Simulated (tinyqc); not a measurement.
Inside a calculation. Method: ROHF in the sto-6g basis, for CH3, spin multiplicity 2. One step of it, computed by the program tinyqc.

Task: Iteration 1: Roothaan effective Fock matrix. With projectors Pc = D(beta) S, Po = (D(alpha) - D(beta)) S, Pv = 1 - D(alpha) S, the block xy is Px^T F Py; with Fc = (F(alpha) + F(beta))/2, the blocks are Fc for cc, oo, vv and cv, F(beta) for co and F(alpha) for ov.

F(alpha) (hartree):
```
            1C 1s      1C 2s     1C 2px     1C 2py     1C 2pz      2H 1s      3H 1s      4H 1s
1C 1s   -9.495515  -2.536649   0.000008   0.000000  -0.000663  -0.481035  -0.481352  -0.481352
1C 2s   -2.536649  -0.826565   0.000092   0.000000   0.002646  -0.333738  -0.333904  -0.333904
1C 2px   0.000008   0.000092   0.319715   0.000000  -0.000002  -0.135878   0.067997   0.067997
1C 2py   0.000000   0.000000   0.000000   0.319711   0.000000   0.000000  -0.117702   0.117702
1C 2pz  -0.000663   0.002646  -0.000002   0.000000   0.396804   0.003422   0.003424   0.003424
2H 1s   -0.481035  -0.333738  -0.135878   0.000000   0.003422   0.014002  -0.091018  -0.091018
3H 1s   -0.481352  -0.333904   0.067997  -0.117702   0.003424  -0.091018   0.013918  -0.091090
4H 1s   -0.481352  -0.333904   0.067997   0.117702   0.003424  -0.091018  -0.091090   0.013918
```

F(beta) (hartree):
```
            1C 1s      1C 2s     1C 2px     1C 2py     1C 2pz      2H 1s      3H 1s      4H 1s
1C 1s   -9.474230  -2.504792   0.000008   0.000000   0.000290  -0.474567  -0.474880  -0.474880
1C 2s   -2.504792  -0.688167   0.000092   0.000000   0.021489  -0.300193  -0.300342  -0.300342
1C 2px   0.000008   0.000092   0.356061   0.000000  -0.000002  -0.127630   0.063871   0.063871
1C 2py   0.000000   0.000000   0.000000   0.356057   0.000000   0.000000  -0.110557   0.110557
1C 2pz   0.000290   0.021489  -0.000002   0.000000   1.069663   0.005264   0.005267   0.005267
2H 1s   -0.474567  -0.300193  -0.127630   0.000000   0.005264   0.025705  -0.083532  -0.083532
3H 1s   -0.474880  -0.300342   0.063871  -0.110557   0.005267  -0.083532   0.025632  -0.083599
4H 1s   -0.474880  -0.300342   0.063871   0.110557   0.005267  -0.083532  -0.083599   0.025632
```

D(alpha) at the start:
```
            1C 1s      1C 2s     1C 2px     1C 2py     1C 2pz      2H 1s      3H 1s      4H 1s
1C 1s    1.072892  -0.319994   0.000020   0.000000   0.001422   0.038766   0.038783   0.038783
1C 2s   -0.319994   1.387294  -0.000126   0.000000  -0.008104  -0.154059  -0.154138  -0.154138
1C 2px   0.000020  -0.000126   1.205959   0.000000   0.000004  -0.205920   0.103028   0.103028
1C 2py   0.000000   0.000000   0.000000   1.205972   0.000000   0.000000  -0.178372   0.178372
1C 2pz   0.001422  -0.008104   0.000004   0.000000   1.000195   0.004515   0.004518   0.004518
2H 1s    0.038766  -0.154059  -0.205920   0.000000   0.004515   0.052298  -0.000450  -0.000450
3H 1s    0.038783  -0.154138   0.103028  -0.178372   0.004518  -0.000450   0.052332  -0.000434
4H 1s    0.038783  -0.154138   0.103028   0.178372   0.004518  -0.000450  -0.000434   0.052332
```

D(beta) at the start:
```
            1C 1s      1C 2s     1C 2px     1C 2py     1C 2pz      2H 1s      3H 1s      4H 1s
1C 1s    1.072858  -0.319843   0.000020   0.000000   0.007268   0.038770   0.038788   0.038788
1C 2s   -0.319843   1.386630  -0.000126   0.000000  -0.033859  -0.154079  -0.154158  -0.154158
1C 2px   0.000020  -0.000126   1.205959   0.000000   0.000003  -0.205920   0.103028   0.103028
1C 2py   0.000000   0.000000   0.000000   1.205972   0.000000   0.000000  -0.178372   0.178372
1C 2pz   0.007268  -0.033859   0.000003   0.000000   0.000827   0.003760   0.003762   0.003762
2H 1s    0.038770  -0.154079  -0.205920   0.000000   0.003760   0.052297  -0.000451  -0.000451
3H 1s    0.038788  -0.154158   0.103028  -0.178372   0.003762  -0.000451   0.052331  -0.000434
4H 1s    0.038788  -0.154158   0.103028   0.178372   0.003762  -0.000451  -0.000434   0.052331
```

overlap S:
```
           1C 1s     1C 2s     1C 2px     1C 2py     1C 2pz      2H 1s      3H 1s      4H 1s
1C 1s   1.000000  0.243228   0.000000   0.000000   0.000000   0.045390   0.045421   0.045421
1C 2s   0.243228  1.000000   0.000000   0.000000   0.000000   0.406612   0.406764   0.406764
1C 2px  0.000000  0.000000   1.000000   0.000000   0.000000   0.410680  -0.205444  -0.205444
1C 2py  0.000000  0.000000   0.000000   1.000000   0.000000   0.000000   0.355728  -0.355728
1C 2pz  0.000000  0.000000   0.000000   0.000000   1.000000  -0.008913  -0.008918  -0.008918
2H 1s   0.045390  0.406612   0.410680   0.000000  -0.008913   1.000000   0.093340   0.093340
3H 1s   0.045421  0.406764  -0.205444   0.355728  -0.008918   0.093340   1.000000   0.093417
4H 1s   0.045421  0.406764  -0.205444  -0.355728  -0.008918   0.093340   0.093417   1.000000
```

Give: effective F.

Result:

effective F (hartree):
```
          1C 1s    1C 2s   1C 2px   1C 2py  1C 2pz    2H 1s    3H 1s    4H 1s
1C 1s   -9.4849  -2.5207   0.0000   0.0000  0.0005  -0.4778  -0.4781  -0.4781
1C 2s   -2.5207  -0.7572   0.0001   0.0000  0.0149  -0.3169  -0.3171  -0.3171
1C 2px   0.0000   0.0001   0.3379   0.0000  0.0000  -0.1318   0.0659   0.0659
1C 2py   0.0000   0.0000   0.0000   0.3379  0.0000   0.0000  -0.1141   0.1141
1C 2pz   0.0005   0.0149   0.0000   0.0000  0.7331   0.0055   0.0055   0.0055
2H 1s   -0.4778  -0.3169  -0.1318   0.0000  0.0055   0.0199  -0.0873  -0.0873
3H 1s   -0.4781  -0.3171   0.0659  -0.1141  0.0055  -0.0873   0.0198  -0.0873
4H 1s   -0.4781  -0.3171   0.0659   0.1141  0.0055  -0.0873  -0.0873   0.0198
```
